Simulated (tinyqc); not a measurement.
Pariser-Parr-Pople SCF with singles CI, for the molecule c1ccsc1 (SMILES; centres numbered as the heavy atoms are written), step by step. One step of it, computed by the program tinyqc.

Task: Singles CI, singlets. Over the 6 single excitations with the smallest orbital gaps: A = (e_a - e_i) delta + 2 (ia|jb) - (ij|ab), with (pq|rs) = sum c_mp c_mq gamma_mn c_nr c_ns. f = 2/3 w |mu|^2 in atomic units, mu = sqrt2 sum c_ia sum_m c_mi c_ma R_m.

orbital energies (eV): [-14.789343, -10.896455, -9.460701, -0.386626, 1.514102]

coefficients, order 1C, 2C, 3C, 4S, 5C:
```
[[0.229225, 0.588502, 0.362828, -0.317989, -0.606926],
 [0.229253, 0.588618, -0.362613, -0.317767, 0.607048],
 [0.364277, 0.172101, -0.606950, 0.581076, -0.362829],
 [0.793412, -0.498031, -0.000084, -0.349946, 0.000044],
 [0.364277, 0.171873, 0.607024, 0.581202, 0.362612]]
```

repulsion gamma_rs (eV), order 1C, 2C, 3C, 4S, 5C:
```
[[12.600000, 5.662035, 4.225599, 4.145064, 5.662035],
 [5.662035, 12.600000, 5.663600, 4.144607, 4.224220],
 [4.225599, 5.663600, 12.600000, 5.519139, 4.225125],
 [4.145064, 4.144607, 5.519139, 11.220000, 5.519857],
 [5.662035, 4.224220, 4.225125, 5.519857, 12.600000]]
```

Centres (angstrom, eV; a flat drawing with bonds scaled to 1.40 angstrom):
```
centre          x          y  core charge z          W   gamma_rr
1C       1.191000   0.000000              1  11.900000  12.600000
2C       0.368000   1.133000              1  11.900000  12.600000
3C      -0.963000   0.700000              1  11.900000  12.600000
4S      -0.963000  -0.700000              2  23.090000  11.220000
5C       0.368000  -1.133000              1  11.900000  12.600000
```

Give: singlet CI matrix; singlet excitation energies; oscillator strengths.

Result:

singlet CI matrix (eV), order 3>4, 2>4, 3>5, 2>5, 1>4, 1>5:
```
[[6.2243, 0.0005, 0.0006, -0.0134, 0.0003, 0.4603],
 [0.0005, 6.7773, 1.0739, 0.0001, 0.2212, 0.0002],
 [0.0006, 1.0739, 7.5154, 0.0000, 0.3183, 0.0003],
 [-0.0134, 0.0001, 0.0000, 8.7995, 0.0002, 0.2145],
 [0.0003, 0.2212, 0.3183, 0.0002, 10.1019, -0.0001],
 [0.4603, 0.0002, 0.0003, 0.2145, -0.0001, 11.9790]]
```

singlet excitation energies (eV): [6.0108, 6.1874, 8.2028, 8.7858, 10.1810, 12.0296]

oscillator strengths: [0.0346, 0.4203, 1.0122, 0.2169, 0.0330, 0.0358]
